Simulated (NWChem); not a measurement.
Species: dichloromethane (CH2Cl2); SMILES ClCCl

Program: NWChem. Geometry: optimised at PBE-D3(BJ)/def2-SVP.

Problem. Predict the results for PBE/def2-TZVPD. Quantities: highest occupied level (eV); orbital gap (eV); dipole (D).

Solution. The highest occupied level (eV) is -7.35 and the orbital gap (eV) comes out as 5.73. The dipole (D) is 1.59.
